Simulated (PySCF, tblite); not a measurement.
**C₂H₄NO−, a complex of two parts: NMR shifts, interaction energy, infrared bands, spin-spin couplings and core binding energies**

One table from this session's results is given with a row withheld; the runs are named, their logs left out.

Programs: tblite 0.8.0 and PySCF 2.14.0. All values are calculated, for the isolated system unless a continuum is named. Atoms count from 0, parts from 1.

### The system as given

8 atoms, charge -1, multiplicity 1; geometry: rigid parts in contact. Parts: 1 = atoms 0–5, `CO`, charge 0; 2 = atoms 6–7, `[C-]#N`, charge -1.

The first run:

The job: settings as JSON, then the geometry in Å.

```
{"job": {"kind": "dock", "xc": "GFN2-xTB", "basis": "xTB"}, "charge": -1, "multiplicity": 1, "parts": [{"atoms": "0-5", "charge": 0, "multiplicity": 1}, {"atoms": "6-7", "charge": -1, "multiplicity": 1}]}
C     -0.362182    -0.021283     0.012778
O      0.954973    -0.041896     0.505194
H     -1.013692    -0.211235     0.863745
H     -0.617991     0.952223    -0.419699
H     -0.525805    -0.799950    -0.740282
H      1.564697     0.122141    -0.221736
C      3.684378    -1.957140    -1.653846
N      2.893356    -1.258118    -1.082903
```

With the program's defaults for keys left out, this is: GFN2-xTB search for minima from random contacts, gas phase.

Run with:

```console
$ OMP_NUM_THREADS=1 python cluster_run.py task.json out
```

The driver reads the jobs from task.json and runs them one after another.

Among the steps run: Search for minima with GFN2-xTB; Optimising the geometry at PBE0-D3(BJ)/def2-TZVPD; Nuclear shieldings: PBE0/aug-pcSseg-2; Coupled-cluster interaction energy: CCSD(T) and MP2.

One of the session's tables, all rows but one given; the rest of the session is left out.

It belongs to the step «Coupled-cluster interaction energy: CCSD(T) and MP2». 

```
                 method  interaction energy (kcal/mol)
         HF/aug-cc-pVDZ                         -14.70
        MP2/aug-cc-pVDZ                         -17.43
       CCSD/aug-cc-pVDZ                         -16.52
    CCSD(T)/aug-cc-pVDZ                         -17.04
         HF/aug-cc-pVQZ                         -14.99
        MP2/aug-cc-pVQZ                         -18.62
    SCS-MP2/aug-cc-pVQZ                              ?
      MP2, extrapolated                         -18.82
CCSD(T), limit estimate                         -18.43
```

**Question.** Estimate the row for SCS-MP2/aug-cc-pVQZ.

The run gave: interaction energy (kcal/mol): -17.45. In the column «interaction energy (kcal/mol)» it lies between CCSD(T), limit estimate (-18.43) and MP2/aug-cc-pVDZ (-17.43).

Limits of these values: The interaction energy leaves out the deformation of the parts, 1.66 kcal/mol (MP2); added to the CCSD(T) estimate it gives a binding of about -16.76 kcal/mol.
